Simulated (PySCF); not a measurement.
## Basis-set dependence of MgSi⁺ at r²SCAN

PySCF, UKS reference; doublet, unpaired electrons π ↑; De to Mg⁺ + Si without counterpoise correction.

```
                      basis     relativity  functions  Re (Å)  ωe (cm⁻¹)  De (eV)  μ (D)
        cc-pVDZ/cc-pV(D+d)Z  no relativity         41   2.723        271     1.65  -4.21
                6-311G(d,p)  no relativity         52   2.728        267     1.62  -4.22
aug-cc-pVDZ/aug-cc-pV(D+d)Z  no relativity         59   2.725        270     1.66  -4.06
```

**Question.** How does each smaller set differ from the one with most functions, aug-cc-pVDZ/aug-cc-pV(D+d)Z?

**Answer.** cc-pVDZ/cc-pV(D+d)Z: -0.2 pm, +0.4 % in ωe, -0.01 eV in De; 6-311G(d,p): +0.3 pm, -1.1 % in ωe, -0.04 eV in De. All at r²SCAN; the set with most functions is neither the basis-set limit nor always the best.

A positive dipole points towards Si; it is taken about the centre of mass and depends on that origin. For an ion De counts to the pair picked by the measured ionisation energies or electron affinities, which need not be the lowest pair at this level. The state was picked by a PBE0 search and need not be the measured ground state.
